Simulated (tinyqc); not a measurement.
Worked calculation: MP2 on RHF in the sto-3g basis, frozen core, for H2O, spin multiplicity 1. One step of it, computed by the program tinyqc.

Task: Iteration 1: building the Fock matrix. J_ij = sum D_kl (ij|kl), K_ij = sum D_kl (ik|jl); F = H + J - 0.5 K; E = tr D H + tr D J / 2 - 0.25 tr D K + E_nn.

D at the start, lower triangle:
```
,1O 1s,1O 2s,1O 2px,1O 2py,1O 2pz,2H 1s,3H 1s
1O 1s,2.067327
1O 2s,-0.280306,1.267029
1O 2px,0.000000,0.000000,2.000000
1O 2py,-0.004016,0.015664,0.000000,1.480264
1O 2pz,0.091920,-0.337393,0.000000,0.005294,1.869375
2H 1s,-0.131968,0.353590,0.000000,0.343035,0.111621,0.201007
3H 1s,-0.137714,0.366761,0.000000,-0.341016,0.115354,0.049541,0.214595
```

core Hamiltonian H = T + V (hartree), lower triangle:
```
,1O 1s,1O 2s,1O 2px,1O 2py,1O 2pz,2H 1s,3H 1s
1O 1s,-32.583679
1O 2s,-7.580320,-9.206928
1O 2px,0.000000,0.000000,-7.352133
1O 2py,0.000429,0.004694,0.000000,-7.476496
1O 2pz,-0.013468,-0.164366,0.000000,0.002262,-7.410573
2H 1s,-1.226246,-2.879471,0.000000,-1.740868,-1.236262,-4.513720
3H 1s,-1.297000,-2.999642,0.000000,1.799873,-1.275324,-0.982417,-4.587846
```

Two-electron integrals (ij|kl) in chemists' order, unique and non-zero (hartree):
```
i,j,k,l,(ij|kl)
1,1,1,1,4.785065
2,1,1,1,0.741380
2,1,2,1,0.136873
2,2,1,1,1.118947
2,2,2,1,0.256633
2,2,2,2,0.817206
3,1,3,1,0.024477
3,2,3,1,0.037809
3,2,3,2,0.180518
3,3,1,1,1.115814
3,3,2,1,0.256684
3,3,2,2,0.817023
3,3,3,3,0.880159
4,1,4,1,0.024477
4,2,4,1,0.037809
4,2,4,2,0.180518
4,3,4,3,0.047444
4,4,1,1,1.115814
4,4,2,1,0.256684
4,4,2,2,0.817023
4,4,3,3,0.785270
4,4,4,4,0.880159
5,1,5,1,0.024477
5,2,5,1,0.037809
5,2,5,2,0.180518
5,3,5,3,0.047444
5,4,5,4,0.047444
5,5,1,1,1.115814
5,5,2,1,0.256684
5,5,2,2,0.817023
5,5,3,3,0.785270
5,5,4,4,0.785270
5,5,5,5,0.880159
6,1,1,1,0.120396
6,1,2,1,0.022055
6,1,2,2,0.041140
6,1,3,3,0.041059
6,1,4,1,0.000835
6,1,4,2,0.001571
6,1,4,4,0.041228
6,1,5,1,0.000573
6,1,5,2,0.001078
6,1,5,4,0.000116
6,1,5,5,0.041139
6,1,6,1,0.003600
6,2,1,1,0.310617
6,2,2,1,0.072212
6,2,2,2,0.256754
6,2,3,3,0.252257
6,2,4,1,0.004478
6,2,4,2,0.035078
6,2,4,4,0.261260
6,2,5,1,0.003072
6,2,5,2,0.024066
6,2,5,4,0.006177
6,2,5,5,0.256494
6,2,6,1,0.011881
6,2,6,2,0.102231
6,3,3,1,0.007337
6,3,3,2,0.043503
6,3,4,3,0.007173
6,3,5,3,0.004921
6,3,6,3,0.014116
6,4,1,1,0.190679
6,4,2,1,0.044880
6,4,2,2,0.170360
6,4,3,3,0.162739
6,4,4,1,0.009765
6,4,4,2,0.065381
6,4,4,4,0.182743
6,4,5,1,0.001665
6,4,5,2,0.015010
6,4,5,4,0.008804
6,4,5,5,0.165402
6,4,6,1,0.007690
6,4,6,2,0.082432
6,4,6,4,0.079817
6,5,1,1,0.130817
6,5,2,1,0.030790
6,5,2,2,0.116877
6,5,3,3,0.111648
6,5,4,1,0.001665
6,5,4,2,0.015010
6,5,4,4,0.115531
6,5,5,1,0.008480
6,5,5,2,0.053801
6,5,5,4,0.009836
6,5,5,5,0.123318
6,5,6,1,0.005276
6,5,6,2,0.056553
6,5,6,4,0.045075
6,5,6,5,0.045040
6,6,1,1,0.468878
6,6,2,1,0.110760
6,6,2,2,0.453131
6,6,3,3,0.435313
6,6,4,1,0.008437
6,6,4,2,0.092539
6,6,4,4,0.471274
6,6,5,1,0.005788
6,6,5,2,0.063487
6,6,5,4,0.024672
6,6,5,5,0.452239
6,6,6,1,0.018357
6,6,6,2,0.233264
6,6,6,4,0.214629
6,6,6,5,0.147248
6,6,6,6,0.774606
7,1,1,1,0.127414
7,1,2,1,0.023338
7,1,2,2,0.043520
7,1,3,3,0.043435
7,1,4,1,-0.000886
7,1,4,2,-0.001666
7,1,4,4,0.043614
7,1,5,1,0.000607
7,1,5,2,0.001141
7,1,5,4,-0.000122
7,1,5,5,0.043519
7,1,6,1,0.003745
7,1,6,2,0.012135
7,1,6,4,0.007222
7,1,6,5,0.005395
7,1,6,6,0.018571
7,1,7,1,0.004031
7,2,1,1,0.324204
7,2,2,1,0.075352
7,2,2,2,0.267388
7,2,3,3,0.262733
7,2,4,1,-0.004676
7,2,4,2,-0.036409
7,2,4,4,0.272060
7,2,5,1,0.003203
7,2,5,2,0.024939
7,2,5,4,-0.006388
7,2,5,5,0.267109
7,2,6,1,0.011971
7,2,6,2,0.083394
7,2,6,4,0.046935
7,2,6,5,0.044690
7,2,6,6,0.152126
7,2,7,1,0.013115
7,2,7,2,0.110253
7,3,3,1,0.007710
7,3,3,2,0.045514
7,3,4,3,-0.007474
7,3,5,3,0.005119
7,3,6,3,0.011091
7,3,7,3,0.015337
7,4,1,1,-0.197626
7,4,2,1,-0.046508
7,4,2,2,-0.176194
7,4,3,3,-0.168284
7,4,4,1,0.010229
7,4,4,2,0.068103
7,4,4,4,-0.189073
7,4,5,1,-0.001726
7,4,5,2,-0.015473
7,4,5,4,0.009121
7,4,5,5,-0.171025
7,4,6,1,-0.007071
7,4,6,2,-0.046473
7,4,6,4,-0.015614
7,4,6,5,-0.024422
7,4,6,6,-0.077372
7,4,7,1,-0.008436
7,4,7,2,-0.088274
7,4,7,4,0.085195
7,5,1,1,0.135370
7,5,2,1,0.031857
7,5,2,2,0.120689
7,5,3,3,0.115271
7,5,4,1,-0.001726
7,5,4,2,-0.015473
7,5,4,4,0.119272
7,5,5,1,0.008892
7,5,5,2,0.056113
7,5,5,4,-0.010215
7,5,5,5,0.127387
7,5,6,1,0.005280
7,5,6,2,0.044422
7,5,6,4,0.024500
7,5,6,5,0.034539
7,5,6,6,0.088149
7,5,7,1,0.005778
7,5,7,2,0.060466
7,5,7,4,-0.047851
7,5,7,5,0.048114
7,6,1,1,0.097791
7,6,2,1,0.022931
7,6,2,2,0.088156
7,6,3,3,0.086206
7,6,4,1,0.000008
7,6,4,2,0.000109
7,6,4,4,0.088149
7,6,5,1,0.001543
7,6,5,2,0.014274
7,6,5,4,0.000027
7,6,5,5,0.090016
7,6,6,1,0.003726
7,6,6,2,0.034291
7,6,6,4,0.024138
7,6,6,5,0.021334
7,6,6,6,0.080571
7,6,7,1,0.003941
7,6,7,2,0.035462
7,6,7,4,-0.024672
7,6,7,5,0.021904
7,6,7,6,0.014231
7,7,1,1,0.478099
7,7,2,1,0.112916
7,7,2,2,0.460738
7,7,3,3,0.442466
7,7,4,1,-0.008719
7,7,4,2,-0.094744
7,7,4,4,0.479383
7,7,5,1,0.005972
7,7,5,2,0.064898
7,7,5,4,-0.025287
7,7,5,5,0.459787
7,7,6,1,0.017896
7,7,6,2,0.148430
7,7,6,4,0.076147
7,7,6,5,0.086590
7,7,6,6,0.291456
7,7,7,1,0.019805
7,7,7,2,0.244039
7,7,7,4,-0.222961
7,7,7,5,0.152723
7,7,7,6,0.080571
7,7,7,7,0.774606
```

nuclear repulsion = 8.04088304 hartree

Give: Coulomb J; exchange K; Fock matrix F; total energy of this density.

Result:

Coulomb J (hartree), lower triangle:
```
,1O 1s,1O 2s,1O 2px,1O 2py,1O 2pz,2H 1s,3H 1s
1O 1s,17.7868
1O 2s,3.3739,8.4201
1O 2px,0.0000,0.0000,8.4060
1O 2py,0.0003,0.0000,0.0000,8.4148
1O 2pz,-0.0079,-0.0062,0.0000,-0.0006,8.4163
2H 1s,0.5437,2.6034,0.0000,1.7140,1.1777,4.6024
3H 1s,0.5753,2.7128,0.0000,-1.7742,1.2170,0.8891,4.6825
```

exchange K (hartree), lower triangle:
```
,1O 1s,1O 2s,1O 2px,1O 2py,1O 2pz,2H 1s,3H 1s
1O 1s,9.7503
1O 2s,1.7116,2.5906
1O 2px,0.0000,0.0000,2.2570
1O 2py,-0.0003,0.0032,0.0000,2.1266
1O 2pz,0.0084,-0.1001,0.0000,0.0000,2.2365
2H 1s,0.2834,0.9483,0.0000,0.5945,0.3718,0.8463
3H 1s,0.2997,0.9850,0.0000,-0.6100,0.3838,0.3062,0.8944
```

Fock matrix F (hartree), lower triangle:
```
,1O 1s,1O 2s,1O 2px,1O 2py,1O 2pz,2H 1s,3H 1s
1O 1s,-19.6720
1O 2s,-5.0623,-2.0821
1O 2px,0.0000,0.0000,-0.0746
1O 2py,0.0008,0.0031,0.0000,-0.1250
1O 2pz,-0.0256,-0.1205,0.0000,0.0016,-0.1125
2H 1s,-0.8242,-0.7502,0.0000,-0.3241,-0.2444,-0.3345
3H 1s,-0.8716,-0.7794,0.0000,0.3307,-0.2502,-0.2464,-0.3525
```

total energy of this density = -74.528424 hartree
